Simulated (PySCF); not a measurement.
Working out the ionisation energy of C

C [He] 2s2 2p2 (3P) → C⁺ [He] 2s2 2p1 (2P). Calculation: PySCF 2.14, in aug-cc-pCVTZ-DK (7s6p4d2f, 59 functions); scalar relativity by spin-free X2C-1e. Frozen: nothing. Energies in hartree (1 hartree = 27.21139 eV):

```tsv
part	C (lower)	C⁺ (upper)
UHF	-37.706807	-37.310180
MP2 opposite-spin	-0.098960	-0.091474
MP2 same-spin	-0.016338	-0.006440
```

Question: What does Hartree-Fock give?

Answer: (-37.310180) − (-37.706807) = 0.396627 hartree = 10.793 eV.

Question: What do MP2 and SCS-MP2 (6/5 opposite-spin, 1/3 same-spin) give?

Answer: The opposite-spin parts differ by 0.204 eV and the same-spin parts by 0.269 eV. MP2: 10.793 + (0.204) + (0.269) = 11.266 eV. SCS-MP2: 10.793 + 1.2 × (0.204) + (0.269)/3 = 11.127 eV.

Measured between the centres of the two terms (NIST): 11.262 eV, so MP2 (valence and next inner shell) is off by 0.004 eV.

What remains against the reference includes basis incompleteness and correlation beyond second order.
